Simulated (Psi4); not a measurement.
**PN (phosphorus nitride): B3LYP/aug-cc-pVTZ (sweep point 11)**

Aim: the energy change on altering one bond length of PN (phosphorus nitride) at B3LYP/aug-cc-pVTZ (sweep point 11), from 2 runs. Input form: a Python script.

The calculation is run with Psi4 1.11.

## (1) The system as given

PN has 2 atoms, charge 0, and is taken as a singlet. As SMILES, `N#P`. The bond length is the measured one.

Bond lengths: N1–P2 1.491 Å.

## (2) The energy at B3LYP/aug-cc-pVTZ (sweep point 11)

The input, np.py:

```python
import psi4

psi4.set_memory(1600000000)
psi4.set_num_threads(1)
psi4.set_output_file('run.log', False)

m = psi4.geometry("""
N      0.000000     0.000000     0.000000
P      0.000000     0.000000     1.490866
symmetry c1
""")

psi4.set_options({
    'basis': 'aug-cc-pVTZ',
    'puream': True,
    'scf_type': 'pk',
    'dft_radial_points': 99,
    'dft_spherical_points': 590,
})

e_tot, wfn = psi4.energy("b3lyp", molecule=m, return_wfn=True)
print('E =', round(e_tot, 9))
```

Command:

```bash
$ python np.py
```

run.log:

```text
[...]
  Running in c1 symmetry.
[...]
  Nuclear repulsion =   37.269350243650337
[...]
  Multiplicity = 1
[...]
  Nalpha       = 11
  Nbeta        = 11
[...]
    Number of basis functions: 96
[...]
   @RKS iter   1:  -395.66433083069217   -4.30368e-02   1.02700e-02 DIIS/ADIIS
[...]
   @RKS iter   9:  -396.11757399127396   -1.03810e-08   2.82158e-07 DIIS
[...]
    Orbital Energies [Eh]
    ---------------------
    Doubly Occupied:
       1A    -77.137155     2A    -14.359131     3A     -6.603778
       4A     -4.765619     5A     -4.765619     6A     -4.760776
       7A     -0.857951     8A     -0.501029     9A     -0.340720
      10A     -0.340720    11A     -0.333496
[...]
  @RKS Final Energy:  -396.11757399127396
   => Energetics <=
    Nuclear Repulsion Energy =             37.2693502436503366
    One-Electron Energy =                -619.9506705115580871
    Two-Electron Energy =                 210.7924097580414866
    DFT Exchange-Correlation Energy =     -24.2286634814076685
    Empirical Dispersion Energy =           0.0000000000000000
    VV10 Nonlocal Energy =                  0.0000000000000000
    Total Energy =                       -396.1175739912739573
[...]
 Multipole Moments:
 ------------------------------------------------------------------------------------
     Multipole            Electronic (a.u.)      Nuclear  (a.u.)        Total (a.u.)
 ------------------------------------------------------------------------------------
 L = 1.  Multiply by 2.5417464519 to convert [e a0] to [Debye]
 Dipole X            :          0.0000000            0.0000000            0.0000000
 Dipole Y            :         -0.0000000            0.0000000           -0.0000000
 Dipole Z            :          1.5526933           -0.4240837            1.1286095
 Magnitude           :                                                    1.1286095
[...]
```

On the terminal:

```text
E = -396.117573991
```

Wall time 12 s (1 thread of Intel Xeon Platinum 8259CL at 2.50GHz (Skylake/Cascade Lake), shared host); peak memory 0.87 GiB.

## (3) The distorted shape, same level

The input, calc.py:

```python
import psi4

psi4.set_memory(1600000000)
psi4.set_num_threads(1)
psi4.core.set_output_file('np.out', False)

geom = psi4.geometry("""
N      0.000000     0.000000    -0.298134
P      0.000000     0.000000     1.490866
symmetry c1
""")

psi4.set_options(dict(basis='aug-cc-pVTZ', puream=True, scf_type='pk', dft_radial_points=99, dft_spherical_points=590))

E, wfn = psi4.energy("b3lyp", return_wfn=True)
print('E =', round(E, 9))
```

Command:

```bash
$ python calc.py
```

np.out:

```text
[...]
  Running in c1 symmetry.
[...]
  Nuclear repulsion =   31.058472398183344
[...]
  Multiplicity = 1
[...]
  Nalpha       = 11
  Nbeta        = 11
[...]
    Number of basis functions: 96
[...]
   @RKS iter   1:  -395.51316819320976   -1.91070e-01   1.07335e-02 ADIIS/DIIS
[...]
   @RKS iter   9:  -396.04955685812030   -9.91270e-09   6.59236e-07 DIIS
[...]
    Orbital Energies [Eh]
    ---------------------
    Doubly Occupied:
       1A    -77.180740     2A    -14.409859     3A     -6.634330
       4A     -4.796769     5A     -4.796769     6A     -4.792432
       7A     -0.789431     8A     -0.541808     9A     -0.334700
      10A     -0.307204    11A     -0.307204
[...]
  @RKS Final Energy:  -396.04955685812030
   => Energetics <=
    Nuclear Repulsion Energy =             31.0584723981833442
    One-Electron Energy =                -607.2407020215504190
    Two-Electron Energy =                 204.2168963004949660
    DFT Exchange-Correlation Energy =     -24.0842235352482383
    Empirical Dispersion Energy =           0.0000000000000000
    VV10 Nonlocal Energy =                  0.0000000000000000
    Total Energy =                       -396.0495568581203543
[...]
 Multipole Moments:
 ------------------------------------------------------------------------------------
     Multipole            Electronic (a.u.)      Nuclear  (a.u.)        Total (a.u.)
 ------------------------------------------------------------------------------------
 L = 1.  Multiply by 2.5417464519 to convert [e a0] to [Debye]
 Dipole X            :         -0.0000000            0.0000000           -0.0000000
 Dipole Y            :         -0.0000000            0.0000000           -0.0000000
 Dipole Z            :          1.6051731           -0.5088893            1.0962837
 Magnitude           :                                                    1.0962837
[...]
```

The script printed:

```text
E = -396.049556858
```

Run time: 14 s. Hardware: 1 thread of Intel Xeon Platinum 8259CL at 2.50GHz (Skylake/Cascade Lake), shared host; peak memory 0.87 GiB.

## (4) Outcome

At B3LYP/aug-cc-pVTZ (sweep point 11):

| quantity | value |
| --- | --- |
| first shape: total energy | -396.11757 Eh |
| first shape: dipole moment | 2.87 D |
| first shape: HOMO energy | -9.07 eV |
| first shape: LUMO energy | -2.67 eV |
| first shape: HOMO–LUMO gap | 6.40 eV |
| distorted shape: total energy | -396.04956 Eh |
| distorted shape: dipole moment | 2.79 D |
| distorted shape: HOMO energy | -8.36 eV |
| distorted shape: LUMO energy | -3.75 eV |
| distorted shape: HOMO–LUMO gap | 4.61 eV |
| energy change with the N1–P2 bond stretched from 1.491 to 1.789 Å | 1.851 eV |

With the N1–P2 bond stretched from 1.491 to 1.789 Å the energy rises by 1.85 eV (179 kJ/mol). The first shape isn't relaxed at this level, so the change isn't measured from a minimum.
